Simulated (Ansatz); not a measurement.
# AlH₂NSi: molecular dynamics

Aim: follow the atoms for 40 steps of 0.5 fs at constant energy, with velocities drawn for 500 K.

The runs use Ansatz 0.2.0, Gaussian basis; PBE0-D4/def2-SVP.

## (1) Where the work starts

SMILES `N#[Si][AlH2]`, 5 atoms, charge 0, spin multiplicity 1.

Atoms are counted from 1 here; the program's logs count them from 0.

Bond lengths: N1–Si2 1.571 Å, Si2–Al3 2.416 Å, Al3–H4 1.575 Å, Al3–H5 1.575 Å. Angles: N1–Si2–Al3 180.0°, Si2–Al3–H4 125.2°, Si2–Al3–H5 125.2°, H4–Al3–H5 109.5°.

Coordinates:

```xyz
5
AlH2NSi
N     0.4110   -1.9109    2.3668
Si    0.2006   -0.9329    1.1561
Al   -0.1224    0.5707   -0.7076
H    -1.1983    0.3912   -1.8436
H     0.7090    1.8819   -0.9717
```

## (2) The run

File md/in.yaml:

```yaml
crystal:
  periodic: [false, false, false]
  atoms:
    - {symbol: N, position_ang: [0.411040, -1.910950, 2.366790]}
    - {symbol: Si, position_ang: [0.200630, -0.932910, 1.156060]}
    - {symbol: Al, position_ang: [-0.122360, 0.570730, -0.707570]}
    - {symbol: H, position_ang: [-1.198290, 0.391190, -1.843550]}
    - {symbol: H, position_ang: [0.708980, 1.881940, -0.971740]}
basis:
  gaussian: {orbitals: def2-SVP}
hamiltonian: {xc: pbe0, dispersion: d4}
md: {n_steps: 40, timestep: 0.5, temperature: 500, ensemble: nve, seed: 354, initial_velocities: maxwell_boltzmann}
```

Launch:

```console
> ansatz run in.yaml --threads 2 --pin off --events-out ev --progress --plain --max-ram 3481MiB
```

What does the calculation give? Wanted: temperature at the start; mean temperature, second half; lowest and highest potential energy, from the first frame; largest change of potential + kinetic.

As calculated:

```
                                                 quantity              value
                                                   length  40 steps, 20.0 fs
                                 temperature at the start              500 K
                            mean temperature, second half              568 K
lowest and highest potential energy, from the first frame     -55 and 61 meV
                    largest change of potential + kinetic            0.2 meV
```

**Reading.** With no thermostat the total energy should stay fixed; it holds within 0.2 meV, small beside the kinetic energy, so the time step serves. With 5 atoms the instant temperature spans 344 to 642 K. The bonding pattern stays as it was.
